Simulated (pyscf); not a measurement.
`[CH2][CH2][CH2][CH2][CH3]` [doublet] → `[CH2]1[CH2][CH2]1` + `[CH2][CH3]` [doublet] (ring closure with loss of a group; doublet surface; C–C broken, C–C formed). Structures and frequencies: ωB97X-D3(BJ)/def2-SVP in PySCF. Energies in kcal/mol from the reactant's lowest minimum found.

```tsv
level	barrier	reaction energy
ωB97X-D3(BJ)/def2-TZVP	[?]	+29.6
PBE/def2-TZVP	48.2	+26.0
r²SCAN/def2-TZVP	52.1	+28.2
PBE0-D3(BJ)/def2-TZVP	54.3	+29.5
M06-2X/def2-TZVP	55.0	+27.0
ωB97M-D3(BJ)/def2-TZVP	[?]	[?]
```

### Question
Some entries are withheld; supply them.

### Answer

- ωB97X-D3(BJ)/def2-TZVP, barrier: 57.8
- ωB97M-D3(BJ)/def2-TZVP, barrier: 56.8
- ωB97M-D3(BJ)/def2-TZVP, reaction energy: +29.2

The functionals in the table span 9.7 kcal/mol in this barrier, from PBE to ωB97X-D3(BJ). The same reactants have a lower exit, to H₂C=CH–CH₂–CH₂–CH₃ + H• (no saddle counted: cutting one bond, which may have a small barrier of its own, costs +37.3 kcal/mol at ωB97M-D3(BJ), against +56.8 kcal/mol here). •H₂C–CH₂–CH₂–CH₂–CH₃ lies 6.6 kcal/mol over its isomer H₃C–CH₂–C•(CH₃)–CH₃, and others may lie lower still (electronic energy, ωB97M-D3(BJ)). cyclopropane lies 6.6 kcal/mol over its isomer H₂C=CH–CH₃, and others may lie lower still (electronic energy, ωB97M-D3(BJ)). This is the saddle that the search found; another between the same sides may lie lower.
